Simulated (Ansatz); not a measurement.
Results of r²SCAN (Ansatz, a first-principles code, PAW) for α-phase B.

Run with plane-wave cutoff 600 eV, 8×8×8 k mesh, scalar-relativistic PAW data made under PBE.

Computed at the level's own relaxed cell.

```
CELL_PARAMETERS angstrom
      2.44931     1.41411     4.17136
     -2.44931     1.41411     4.17136
      0.00000    -2.82822     4.17136
ATOMIC_POSITIONS crystal
  B  0.00987 0.65442 0.00987
  B  0.00987 0.00987 0.65442
  B  0.65442 0.00987 0.00987
  B  0.99013 0.34558 0.99013
  B  0.99013 0.99013 0.34558
  B  0.34558 0.99013 0.99013
  B  0.22050 0.63176 0.22050
  B  0.22050 0.22050 0.63176
  B  0.63176 0.22050 0.22050
  B  0.77950 0.36824 0.77950
  B  0.77950 0.77950 0.36824
  B  0.36824 0.77950 0.77950
```

Question: Give the elastic tensor (Voigt notation, GPa, ions relaxed, in the Cartesian axes of the cell as printed).

Answer: 
```
  463.9   110.8    40.1    27.5     0.0     0.0
  110.8   463.9    40.1   -27.5     0.0     0.0
   40.1    40.1   629.6     0.0     0.0     0.0
   27.5   -27.5     0.0   221.8     0.0     0.0
    0.0     0.0     0.0     0.0   221.8    27.5
    0.0     0.0     0.0     0.0    27.5   176.6
```

Static lattice: no zero-point or thermal effects.
